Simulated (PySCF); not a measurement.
# Vertical excitation energies

N-ethylformamide, C₃H₇NO.
SMILES with atom numbers: `[CH3:1][CH2:2][NH:3][CH:4]=[O:5]` (hydrogens: H6, H7, H8 on C1; H9, H10 on C2; H11 on N3; H12 on C4)

Geometry (GFN2-xTB, Å), atoms numbered from 1 in this order:
```
atom  x, y, z in Å
C1    -1.547   -0.391   -0.011
C2    -0.406    0.620   -0.050
N3     0.816    0.065    0.492
C4     1.920   -0.126   -0.253
O5     2.044    0.177   -1.412
H6    -2.444    0.047   -0.439
H7    -1.285   -1.277   -0.584
H8    -1.763   -0.689    1.014
H9    -0.182    0.904   -1.080
H10   -0.679    1.517    0.516
H11    0.794   -0.253    1.447
H12    2.733   -0.595    0.333
```

Computed with PySCF 2.14.0, density-fitted response routines, TDDFT PBE0/def2-SVPD, vertical, gas phase, core orbitals frozen in the response.

```
state  E (eV)  E (hartree)       f  |μ| (D)    main configurations (H = HOMO, L = LUMO)
   S1    5.84       0.2147  0.0011     0.22                      H→L+1 (77%), H→L (18%)
   S2    6.73       0.2472   0.014     0.74                                 H-1→L (85%)
   S3    6.89       0.2533   0.021     0.89       H→L (64%), H-1→L+1 (18%), H→L+1 (15%)
   S4    7.44       0.2735   0.192     2.61   H-1→L+1 (48%), H-1→L+2 (24%), H-1→L (12%)
   S5    7.69       0.2827   0.048     1.28                                 H→L+2 (90%)
   S6    7.78       0.2858   0.095     1.79  H-1→L+2 (63%), H-1→L+1 (18%), H-1→L+3 (9%)
```

Triplets (Tamm–Dancoff): T1 5.30 eV, H→L+1 (78%), H→L (16%); T2 5.38 eV, H-1→L+1 (75%), H-1→L (16%).

The lowest singlet comes at 212 nm (564 kJ/mol) in the ultraviolet; it is very weak; its leading configuration is HOMO→LUMO+1 (77%). The most intense listed level is S4 at 7.44 eV (167 nm, f = 0.192), 1.60 eV above S1. S1 has the pattern of n→π* at C=O. Orbital energies (eV): HOMO-3 -10.67, HOMO-2 -10.18, HOMO-1 -7.58, HOMO -7.52, LUMO 0.44, LUMO+1 0.68, LUMO+2 1.22. Of the 6 states listed, 5 reach f = 0.01 and none stays under 0.0005. The oscillator strengths of these states sum to 0.370; summed over the whole spectrum of an exact calculation they would give the number of electrons, 40 (Thomas–Reiche–Kuhn). No computed singlet lies in the visible range (380 to 750 nm); the lowest, at 212 nm, stands 2.58 eV above its violet end (3.26 eV). Only the lowest 6 singlets were computed, as vertical energies without vibronic structure.

One conformer stands for the species.
